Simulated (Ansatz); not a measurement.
bcc Ta, treated with PBEsol (Ansatz, a first-principles code, plane waves, PAW).

A relaxed, unreconstructed slab of the (210) face has 20 atoms, two equal faces of 24.088 Å² each and an energy of -196121.5236 eV. A bulk cell of 10 atoms with the same orientation and in-plane k mesh has -98064.9956 eV. Energies are extrapolated to zero smearing.

Run with plane-wave cutoff 500 eV, 16×8×1 k mesh (along the axes of the cell as run), Fermi–Dirac smearing 0.1 eV, scalar-relativistic PAW data made under PBE.

Worked out: γ = (E_slab − N E_bulk per atom)/2A = [-196121.5236 − 20 × (-98064.9956/10)]/(2 × 24.088) = 0.1758 eV/Å². With 16.022 J/m² per eV/Å² this is 2.82 J/m², or 4.23 eV per surface cell and face.
